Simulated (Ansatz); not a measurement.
Correlation energies of `NC(O)(F)CO` by basis set

```xyz
12

N    -0.5066    1.2883   -0.5821
C     0.0261    0.4213    0.4237
O     1.3935    0.5547    0.4739
F    -0.5362    0.8227    1.6208
C    -0.2710   -1.0635    0.2643
O     0.2030   -1.5324   -0.9723
H    -0.3760    0.8559   -1.4904
H    -1.4986    1.4236   -0.4335
H     1.5868    1.4774    0.2683
H    -1.3513   -1.2132    0.2799
H     0.1700   -1.6017    1.1114
H     1.1604   -1.4332   -0.9639
```

Total charge 0; spin multiplicity 1. The structure was optimised at the PBE0-D4/def2-TZVP level. It is one conformer, not always the lowest. Frozen core, restricted reference, Ansatz 0.2.0. CBS rows extrapolate triple and quadruple zeta; past MP2 they add the triple-zeta difference.

| basis | HF (Eh) | MP2 corr. | CCSD corr. | (T) | CCSD(T) total |
| --- | --- | --- | --- | --- | --- |
| def2-SVP | -382.55340 | -1.00090 | ? | -0.02531 | ? |
| def2-TZVPP | -383.01697 | ? | -1.30323 | -0.04772 | ? |
| def2-QZVPP | -383.03425 | ? | – | – | – |
| CBS(def2) | -383.03663 | ? | -1.47942 | as TZ | ? |

Problem. Fill in the withheld values. (Best estimate.)

Solution. Ansatz gave: def2-SVP CCSD corr.: -1.04148; def2-SVP CCSD(T) total: -383.62019; def2-TZVPP MP2 corr.: -1.27837; def2-TZVPP CCSD(T) total: -384.36792; def2-QZVPP MP2 corr.: -1.37959; CBS(def2) MP2 corr.: -1.45457; CBS(def2) CCSD(T) total: -384.56377.
